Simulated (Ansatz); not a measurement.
# NH3O (singlet): wave-function methods side by side at a displaced geometry (v2), cc-pVDZ

An exercise on one series of results from a longer session: the logs are not shown, and one member is left open.

Program: Ansatz 0.2.0, Gaussian basis. Level of theory: cc-pVDZ, core rule «outside noble gas», up to 2 orbitals frozen. These are calculated values, not measurements.

To be run: UHF; CCSD(T) on RHF; BCCD(T) on RHF; CISD; CCSDT(Q) on RHF.

11 further runs of the same task are left out: 2 for a mislabelled method, 4 that didn't finish, 5 set aside as unsound or not needed.

## The system

The geometry is a PBE0/def2-TZVP stationary point (not a proven minimum) with its atoms shifted at random (size 0.100 Å).

5 atoms, charge 0, spin multiplicity 1.

Atoms are counted from 1 here; the program's logs count them from 0.

Bond lengths: N1–O2 1.386 Å, N1–H3 0.998 Å, N1–H4 0.960 Å, O2–H5 0.960 Å. Angles: O2–N1–H3 109.5°, O2–N1–H4 110.4°, H3–N1–H4 106.6°, N1–O2–H5 115.7°.

The first run:

in.yaml

```yaml
crystal:
  periodic: [false, false, false]
  atoms:
    - {symbol: N, position_ang: [-0.067985, 0.002102, 0.702945]}
    - {symbol: O, position_ang: [0.059663, 0.010477, -0.677572]}
    - {symbol: H, position_ang: [0.335488, -0.833356, 1.070033]}
    - {symbol: H, position_ang: [0.418589, 0.734195, 1.088247]}
    - {symbol: H, position_ang: [-0.756395, -0.096353, -1.171320]}
basis:
  gaussian: {orbitals: cc-pVDZ}
magnetization: {spin_polarized: true, initial_magnetization: 0}
hamiltonian: {xc: hf}
output: {orbitals: {seedname: orbitals}}
```

Command:

```
$ ansatz run in.yaml --threads 1 --pin off --events-out ev --progress --plain --max-ram 2176MiB
```

Among the steps run: UHF; CCSD(T) on RHF; BCCD(T) on RHF; CISD; CCSDT(Q) on RHF.

One of the session's tables, all rows but one given; the rest of the session is left out.

It belongs to the step «Misses and costs». 

| method | from RCCSDT(Q) (kcal/mol) |
| --- | --- |
| RHF | +244.45 |
| RMP2 | +18.16 |
| CISD | +23.90 |
| RCCSD | ? |
| RCCSD(T) | +0.80 |
| BCCD(T) | +0.80 |
| RCCSDT | +0.58 |
| RCCSDT(Q) | 0 |

Estimate the missing values for RCCSD.

As computed: from RCCSDT(Q) (kcal/mol): +5.74. In the column «from RCCSDT(Q) (kcal/mol)» it lies between BCCD(T) (+0.80) and RMP2 (+18.16).
